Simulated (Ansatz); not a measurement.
# HAlSi, triplet: reading a ladder of total energies

Geometry: displaced at random from a stationary point.

```xyz
3

Si   -0.0154   -0.0090    2.1102
Al   -0.0163   -0.0252   -0.2344
H     0.0317    0.0342   -1.8759
```

Basis 6-31G; Ansatz 0.2.0. Only valence electrons are correlated (noble-gas cores frozen), which leaves 8 electrons in 18 orbitals. Prefix R: restricted or restricted open-shell reference; prefix U: unrestricted.

Full CI is exact within this basis and frozen core; it isn't the basis-set limit. The frozen core follows each run's orbitals, which can shift R against U totals by a few meV.

UCCSD has a T1 diagnostic of 0.034 and a largest doubles amplitude of 0.08.

Runs differ by some tens of microhartree through their thresholds and, for an open shell, their frozen cores, so the step to full CI, which has another core, is uncertain by up to 0.1 kcal/mol.

| level | total energy (hartree) |
| --- | --- |
| UHF | -531.286449 |
| UMP2 | -531.347605 |
| UCCSD | -531.370011 |
| UCCSD(T) | -531.372758 |
| UCCSDT | -531.373879 |
| UCCSDT(Q) | -531.374110 |
| UCCSDTQ | -531.374119 |
| full CI | -531.374133 |

Problem. What is the correlation energy at full CI, and what share of it do UMP2 and UCCSDT recover?

Solution. E(corr) = -531.374133 − (-531.286449) = -0.087684 hartree = -2.386 eV. UMP2: -0.061156 / -0.087684 = 69.75 %. UCCSDT: -0.087430 / -0.087684 = 99.71 %.

Problem. By how many kcal/mol does UCCSD(T) miss full CI (1 hartree = 627.509 kcal/mol), and which steps make up the rest?

Solution. -531.372758 − (-531.374133) = 0.001375 hartree = 0.86 kcal/mol. Steps: UCCSDT − UCCSD(T) = -0.70, UCCSDT(Q) − UCCSDT = -0.14, UCCSDTQ − UCCSDT(Q) = -0.01, full CI − UCCSDTQ = -0.01 kcal/mol. Differences between like states or geometries often cancel part of this.
